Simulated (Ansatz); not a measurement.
## Al2H3F (SMILES [F][AlH][AlH2]): the highest harmonic wavenumber at each level's own minimum, rung by rung

Al2H3F, singlet, SMILES `[F][AlH][AlH2]`. Each level relaxes the structure for itself.

Quantity: the highest harmonic wavenumber at each level's own minimum, in cm⁻¹. The values are calculated.

```json
{"level": "HF/STO-3G", "kind": "Hartree–Fock", "program": "Ansatz", "value (cm⁻¹)": "2686"}
{"level": "HF/3-21G", "kind": "Hartree–Fock", "program": "Ansatz", "value (cm⁻¹)": "1976"}
{"level": "HF/6-31G* (Cartesian functions)", "kind": "Hartree–Fock", "program": "Ansatz", "value (cm⁻¹)": "2011"}
{"level": "PBE/def2-SVP", "kind": "GGA", "program": "Ansatz", "value (cm⁻¹)": "1851"}
{"level": "MP2/6-31G", "kind": "perturbation theory", "program": "Ansatz", "value (cm⁻¹)": "1877"}
```

Harmonic and unscaled. The values span 1851 to 2686 cm⁻¹.
